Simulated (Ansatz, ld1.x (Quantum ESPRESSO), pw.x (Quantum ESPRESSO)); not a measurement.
zinc (bcc): variants of one ultrasoft potential in the solid

Zn (Z = 30), ultrasoft, made with ld1.x (Quantum ESPRESSO) 7.5 (LDA (PW92), scalar-relativistic). Core [Ar], reference 3d10 4s2 4p0. Waves: 4s (bound): rcut 1.55, rcutus 1.75 bohr; 4s channel at 1.55 Ry: rcut 1.55, rcutus 1.75 bohr; 4p (bound, empty): rcut 3.15, rcutus 3.45 bohr; 4p channel at 0.85 Ry: rcut 3.15, rcutus 3.45 bohr; 3d (bound): rcut 1.10, rcutus 1.50 bohr; 3d channel at -0.45 Ry: rcut 1.10, rcutus 1.50 bohr. Local part: all-electron potential smoothed inside 2.15 bohr (lloc = -1). Core correction: a·sin(br)/r model core, default radius (core density twice the valence density). Augmentation charge: PSQ, inside the norm-conserving radii.

Crystal test: bcc Zn in pw.x 7.5, no spin, 15³ k-points, Fermi–Dirac smearing 0.01 Ry, cutoffs set for each file from its atomic test. The reference is all-electron LAPW (Ansatz 0.2.0) with the same functional, mesh and smearing; V0 and B0 come from Birch–Murnaghan fits to the pressures at five volumes. Errors are pseudo minus all-electron; Δ is the rms difference of the E(V) curves that follow from these fits, minima aligned, over ±6 % about the mean V0. Mesh and smearing are coarse, so the numbers serve the comparison and aren't converged zero-temperature values; the lattice is a test structure that the element need not adopt.

All-electron: a0 = 3.014 Å (V0 = 13.69 Å³/atom), B0 = 94.2 GPa.

Base: The largest radius (3.45 bohr) exceeds half the bond length (2.46 bohr), so the spheres overlap, which is one possible source of error among others. This is a poor potential for the solid. Atomic configuration tests: 1 of 9 tests not solved or not reliable.

1 further variants are left out: they gave no file fit for a test, a broken result, the same result as the base, or pressures whose basis-set error rivals the error shown.

A dash in a converged row means that the minimum lies outside the volumes sampled.

| change | cutoffs (Ry) | pw.x | a0 (Å) | a0 error (%) | B0 error (%) | Δ (meV/atom) | mean pressure error (GPa) |
| --- | --- | --- | --- | --- | --- | --- | --- |
| base | 110/880 | converged | – | – | – | – | +3.26 |
| waves 4p (bound): rcut 3.15, rcutus 3.66 bohr; 4p channel at 0.85 Ry: rcut 3.15, rcutus 3.66 bohr | 110/880 | converged | 3.039 | +0.81 | -20.8 | 6.3 | +1.95 |
| wave 3d channel at -0.45 Ry: rcut 1.10, rcutus 1.50 bohr becomes 3d channel at 0.11 Ry: rcut 1.10, rcutus 1.50 bohr | 110/880 | converged | – | – | – | – | +3.31 |
| core correction none | 110/880 | converged | 3.033 | +0.62 | -10.5 | 5.1 | +1.72 |
| waves 3d (bound): rcut 1.10, rcutus 2.12 bohr; 3d channel at -0.45 Ry: rcut 1.10, rcutus 2.12 bohr | 50/640 | converged | – | – | – | – | +9.55 |
